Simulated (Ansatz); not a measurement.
For antifluorite Mg2Si, PBE-D3(BJ) (Ansatz, an electronic-structure program, plane waves, PAW) gives:

equilibrium lattice constant a: 6.274 Å
enthalpy of formation: -0.162 eV/atom

Problem. What does HSE06 (plane waves, PAW; Ansatz) give for the same quantities?

Solution. 
- lattice constant a: 6.337 Å (increases by 1.0 %)
- formation enthalpy: -0.189 eV/atom (moves by -0.027 eV/atom)

For comparison: formation enthalpy -0.269 eV/atom (measured, 298 K, copied from a table, unchecked, not corrected to a static lattice; as tabulated in Wang et al. (2021), doi:10.1038/s41598-021-94550-5).

Changes are worked out from the printed values.

Unless a cell is named, each level is at its own relaxed cell (PBE-D3(BJ) 20.58, HSE06 21.21 Å³/atom).

Caveats: exact exchange on metals is sensitive to the k mesh and can open a false gap (HSE06); the run warned that the count of filled bands differs between k points (HSE06). Ansatz's density-functional and Hartree–Fock values are scalar-relativistic unless marked +SOC, with PAW data made under PBE.
